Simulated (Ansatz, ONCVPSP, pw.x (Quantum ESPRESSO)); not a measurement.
# From atom to crystal: ONCV potential for Au (Z = 79)

gold, optimised norm-conserving Vanderbilt (ONCV), made with ONCVPSP 4.0.1 (PBEsol, scalar-relativistic). Core [Kr] 4d10 4f14, reference 5s2 5p6 5d10 6s1. Waves: 5s+6s: rc 1.70 bohr, ncon 4, nbas 8, qcut 7.7 1/bohr, 2 projectors; 5p: rc 1.35 bohr, ncon 4, nbas 8, qcut 11.7 1/bohr, 2 projectors, debl 2.4 Ha; 5d: rc 2.00 bohr, ncon 3, nbas 8, qcut 8.2 1/bohr, 2 projectors, debl 2 Ha. Local part: polynomial inside 1.10 bohr (lpopt 5, dvloc0 4 Ha). Core correction: polynomial model core, fcfact 0.55.

Atomic tests: cutoffs needed: 43 Ha and 51 Ha (the cutoffs (Ha) at which the residual kinetic energy of the hardest occupied pseudo-wave falls to 1 and 0.1 mHa per electron); ghost test: no bound ghost flagged; no localised positive-energy state flagged; largest excitation error: -19 meV (all-electron minus pseudo) for 5s2 5p6 5d8 6s0, out of 4 test configurations.

Crystal test: fcc Au in pw.x 7.5, no spin, 14³ k-points, Fermi–Dirac smearing 0.01 Ry, cutoffs 120/480 Ry. The reference is all-electron LAPW (Ansatz 0.2.0) with the same functional, mesh and smearing; V0 and B0 come from Birch–Murnaghan fits to the pressures at five volumes. Errors are pseudo minus all-electron; Δ is the rms difference of the E(V) curves that follow from these fits, minima aligned, over ±6 % about the mean V0. Mesh and smearing are coarse, so the numbers serve the comparison and aren't converged zero-temperature values; the lattice is a test structure that the element need not adopt.

```tsv
V (Å³/atom)	P all-electron (GPa)	P pseudo (GPa)
16.240	9.36	7.81
16.668	3.84	2.46
17.095	-0.81	-2.05
17.522	-4.72	-5.85
17.950	-8.01	-9.04
```

All-electron: a0 = 4.083 Å (V0 = 17.02 Å³/atom), B0 = 175.2 GPa.

Pseudopotential: mean pressure error (GPa): -1.26; a0 (Å): 4.073; a0 error (%): -0.24; B0 error (%): +1.3; Δ (meV/atom): 4.8.

Task: At the middle volume, how do free energy and pressure move when the wave cutoff is lowered (ecutrho kept at four times it)?

Result:

```
cutoff (Ry)  shift of F (meV/atom)  shift of P (GPa)
         54                +4836.6           -132.83
         72                 +873.0            -42.27
         96                  +26.7             -2.71
```

Input at the middle volume:

```
&control
  calculation='scf', prefix='x', pseudo_dir='./', outdir='./tmp', tstress=.true., disk_io='none'
/
&system
  ibrav=0, nat=1, ntyp=1, ecutwfc=120, ecutrho=480, nbnd=18,
  occupations='smearing', smearing='fd', degauss=0.01
/
&electrons
  conv_thr=1e-09, mixing_beta=0.4, electron_maxstep=70
/
ATOMIC_SPECIES
Au 1.0 Au.UPF
CELL_PARAMETERS angstrom
  0.00000000 2.04462203 2.04462203
  2.04462203 0.00000000 2.04462203
  2.04462203 2.04462203 0.00000000
ATOMIC_POSITIONS crystal
Au 0.0000 0.0000 0.0000
K_POINTS automatic
14 14 14 0 0 0
```

```bash
pw.x < Au.scf.in > Au.scf.out
```

Lines of the output:

```
Message from routine setup:
     using ibrav=0 with symmetry is DISCOURAGED, use correct ibrav instead
     lattice parameter (alat)  =       5.4642  a.u.
     unit-cell volume          =     115.3628 (a.u.)^3
     number of electrons       =        19.00
     number of Kohn-Sham states=           18
     kinetic-energy cutoff     =     120.0000  Ry
     charge density cutoff     =     480.0000  Ry
     scf convergence threshold =      1.0E-09
     Exchange-correlation= PBESOL
     number of k points=   104  Fermi-Dirac smearing, width (Ry)=  0.0100
     iteration #  1     ecut=   120.00 Ry     beta= 0.40
     total energy              =    -335.22888172 Ry
     estimated scf accuracy    <       0.07084785 Ry
     iteration #  2     ecut=   120.00 Ry     beta= 0.40
     total energy              =    -335.24075071 Ry
     estimated scf accuracy    <       0.00192262 Ry
     iteration #  3     ecut=   120.00 Ry     beta= 0.40
     total energy              =    -335.24063849 Ry
     estimated scf accuracy    <       0.00058717 Ry
     iteration #  4     ecut=   120.00 Ry     beta= 0.40
     total energy              =    -335.24067688 Ry
     estimated scf accuracy    <       0.00000768 Ry
     iteration #  5     ecut=   120.00 Ry     beta= 0.40
     total energy              =    -335.24067915 Ry
     estimated scf accuracy    <       0.00000117 Ry
     iteration #  6     ecut=   120.00 Ry     beta= 0.40
     total energy              =    -335.24067920 Ry
     estimated scf accuracy    <          7.7E-09 Ry
     iteration #  7     ecut=   120.00 Ry     beta= 0.40
     total energy              =    -335.24067921 Ry
     estimated scf accuracy    <          4.1E-09 Ry
     iteration #  8     ecut=   120.00 Ry     beta= 0.40
     the Fermi energy is    20.4295 ev
!    total energy              =    -335.24067921 Ry
     estimated scf accuracy    <          2.6E-11 Ry
     smearing contrib. (-TS)   =      -0.00141332 Ry
     The total energy is F=E-TS. E is the sum of the following terms:
     one-electron contribution =     -80.34756165 Ry
     hartree contribution      =      51.70041070 Ry
     xc contribution           =     -92.40586912 Ry
     ewald contribution        =    -214.18624582 Ry
     convergence has been achieved in   8 iterations
          total   stress  (Ry/bohr**3)                   (kbar)     P=      -20.51
     Message from routine punch:
     Nothing written, as per user request (disk_io='none')
```

The run at the middle volume (104 k-points, 8 iterations) took about 46 s on one core of a shared host (Intel(R) Xeon(R) Platinum 8375C CPU @ 2.90GHz, 128 threads, 992 GiB, load 43).
